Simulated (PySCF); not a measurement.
NMR data sheet: difluoromethane

| Property | Result |
| --- | --- |
| Formula | CH2F2 |
| SMILES | FCF |
| Point group of the computed structure | C2v |
| Degrees of unsaturation | 0 |
| Carbon signals | 1 |
| Proton signals | 1 |

Atom-mapped SMILES (the numbers label the heavy atoms): `[F:1][CH2:2][F:3]` (H(Xn): hydrogen on atom n).

Computational details: GFN2-xTB structure, shielding tensors at PBE0/pcSseg-1 (GIAO), couplings computed with B3LYP/pcJ-1, in PySCF 2.14 (single conformer, non-relativistic, isolated molecule, averaged over atoms made equivalent by symmetry, fast rotation or ring inversion).

δ = σ(ref) − σ, references computed at the same level: 1H (31.72 ppm), 13C (186.93 ppm) vs TMS; 19F (170.95 ppm) against CFCl3.

| carbon | δC, type | δH (multiplicity, J in Hz) | HMBC from (abs. J ≥ 3 Hz) | span of the C tensor (ppm) |
| --- | --- | --- | --- | --- |
| C2 | 113.6, CH2 | 6.05 (t, 55.8) | – | 41 |

Other nuclei:
```csv
atoms,nucleus,environment,δ (ppm),σ (ppm)
F1/F3,19F,fluorine of a CF2 group,-157.4,328.4
```

Selected couplings (Hz, signed; the shortest-range and largest first, 30 at most; isotopes 19F, 13C, 1H): 1J(F1,C2) -301.8, 1J(C2,H(C2)) 184.2, 2J(F1,H(C2)) 55.8.

1. δC 113.6: sp3 CH2 bonded to 2 F; 2 electronegative neighbours deshield it.
2. δH 6.05: hydrogen on an sp3 CH2 bonded to 2 F; its carbon carries F, hence the downfield position.

Common functionals overestimate the size of one-bond C–F couplings by tens of Hz; these are unscaled. Multiplet labels drop couplings under 1 Hz and merge nearly equal ones. Shifts are as computed. Against solution values, carbons near 30 ppm lie about +3 ppm off and those near 130 ppm about +5 ppm. Of 1211 compounds with measured shifts, 218 miss one by over three times the rms of a fit or turn the order of signals round; such compounds aren't used in these exercises. Unscaled 19F shifts against computed CFCl3 carry errors that often reach 10 to 50 ppm.
